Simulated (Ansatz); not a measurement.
# H2O (singlet): from Hartree-Fock to the top rungs at angle H2–O1–H3 = 71.3°, 6-31G

An exercise on one series of results from a longer session: the logs are not shown, and one member is left open.

The runs use Ansatz 0.2.0, Gaussian basis; 6-31G, core rule «outside noble gas», up to 1 orbitals frozen.

The runs, in order: UHF; CCSD(T) on RHF; BCCD(T) on RHF; CISD; CCSDT(Q) on RHF; CCSDTQ on RHF; CASSCF and MRCISD+Q, 2 electrons in 2 orbitals; CASSCF and NEVPT2, 2 electrons in 2 orbitals; CASSCF and MRCISD+Q, 8 electrons in 6 orbitals; CASSCF and NEVPT2, 8 electrons in 6 orbitals; Full CI.

9 further runs of the same task are left out: 1 for a mislabelled method, 4 that didn't finish, 4 set aside as unsound or not needed.

**The geometry**

The geometry derives from a PBE0/def2-TZVP stationary point (not a proven minimum). One angle is set to the value named; bond lengths are kept.

3 atoms, charge 0, spin multiplicity 1.

Atoms are counted from 1 here; the program's logs count them from 0.

Bond lengths: O1–H2 0.960 Å, O1–H3 0.960 Å. Angles: H2–O1–H3 71.3°.

Set-up of the first run:

File in.yaml:

```yaml
crystal:
  periodic: [false, false, false]
  atoms:
    - {symbol: O, position_ang: [0.000000, -0.087248, 0.000000]}
    - {symbol: H, position_ang: [0.000000, 0.692459, -0.559245]}
    - {symbol: H, position_ang: [0.000000, 0.692459, 0.559245]}
basis:
  gaussian: {orbitals: 6-31G}
magnetization: {spin_polarized: true, initial_magnetization: 0}
hamiltonian: {xc: hf}
output: {orbitals: {seedname: orbitals}}
```

The run is started by

```bash
$ ansatz run in.yaml --threads 1 --pin off --events-out ev --progress --plain --max-ram 2393MiB
```

Steps of the session up to this table: UHF; CCSD(T) on RHF; BCCD(T) on RHF; CISD; CCSDT(Q) on RHF; CCSDTQ on RHF; CASSCF and MRCISD+Q, 2 electrons in 2 orbitals; CASSCF and NEVPT2, 2 electrons in 2 orbitals; CASSCF and MRCISD+Q, 8 electrons in 6 orbitals; CASSCF and NEVPT2, 8 electrons in 6 orbitals; Full CI.

One of the session's tables, all rows but one given; the rest of the session is left out.

```
          method  from FCI (meV)
             RHF         +3815.8
            RMP2          +214.1
            CISD          +200.0
           RCCSD           +48.6
        RCCSD(T)           +15.9
         BCCD(T)           +16.2
          RCCSDT           +13.1
       RCCSDT(Q)            -0.5
         RCCSDTQ               ?
     CASSCF pair         +3163.7
     NEVPT2 pair          +139.3
     MRCISD pair          +144.9
   MRCISD+Q pair           +37.2
  CASSCF valence         +2131.9
  NEVPT2 valence          +301.0
  MRCISD valence           +65.1
MRCISD+Q valence           +17.2
             FCI               0
```

Q: Estimate the row for RCCSDTQ from the others.

**Answer.** from FCI (meV): +0.4. In the column «from FCI (meV)» it lies between FCI (0) and RCCSDT (+13.1).
